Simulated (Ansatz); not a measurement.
A nudged elastic band was laid between two geometries of AlH4NO (7 atoms, charge 0, multiplicity 1).

Level of theory: RKS PBE-D4/cc-pVDZ (Ansatz).

- movable images: 5
- climbing image: yes
- spring: 5.0 eV/Å²
- optimiser: quadratic models (default)
- start path: through a guess of the saddle point
- force threshold: 0.05 eV/Å
- iteration limit: 60
- end points: relaxed

Initial state:

```xyz
7
Properties=species:S:1:pos:R:3
Al 0.130 -0.271 0.254
H -0.012 -0.736 1.777
O 1.665 0.003 -0.540
H 2.480 -0.137 -0.026
N -1.318 0.003 -0.763
H -2.283 -0.114 -0.445
H -1.302 0.300 -1.741
```

Final state:

```xyz
7
Properties=species:S:1:pos:R:3
Al -0.571 0.844 0.897
H 1.645 -0.763 0.937
O 1.339 -0.153 0.234
H 0.638 -0.671 -0.289
N -1.016 -0.080 -0.731
H -1.980 -0.410 -0.885
H -0.695 0.281 -1.645
```

Which bonds break or form, and what moves?

Bonds broken: Al1–H2. Bonds formed: H2–O3.

What energy profile does the band end with?

The forces met the threshold. The highest image is number 3 of 0 to 6, 245.3 kJ/mol above the first end and 105.2 kJ/mol above the last; the last end lies 140.1 kJ/mol above the first. Neighbouring images differ by up to 1.4 eV, so the band resolves the path poorly. A vibrational analysis at the climbing image gives one clearly imaginary mode, 1207i cm⁻¹: a first-order saddle point. The orbitals stay closed-shell, which can raise the energy where a bond breaks towards radicals; this wasn't checked here.

| image | path coordinate (Å) | energy (kJ/mol) | Al1–H2 (Å) | H2–O3 (Å) |
| --- | --- | --- | --- | --- |
| 0 | 0.00 | 0.0 | 1.60 | 2.95 |
| 1 | 0.71 | 16.9 | 1.59 | 2.80 |
| 2 | 1.42 | 112.2 | 1.59 | 2.19 |
| 3 | 2.13 | 245.3 | 1.71 | 1.41 |
| 4 | 2.96 | 150.4 | 2.43 | 0.99 |
| 5 | 3.78 | 143.2 | 2.70 | 0.98 |
| 6 | 4.61 | 140.1 | 2.74 | 0.98 |

What is the geometry of the highest image?


```xyz
7
Properties=species:S:1:pos:R:3
Al -0.351 -0.153 0.648
H 1.130 -0.492 1.431
O 1.496 0.193 0.252
H 1.981 -0.370 -0.398
N -1.390 -0.135 -0.839
H -2.403 -0.289 -0.850
H -1.102 0.294 -1.727
```

The band took 24 iterations and about 2.5 core-minutes.

The run took 2.5 min on 1 thread of Arm Neoverse V2 (shared host), peak memory 0.11 GiB.
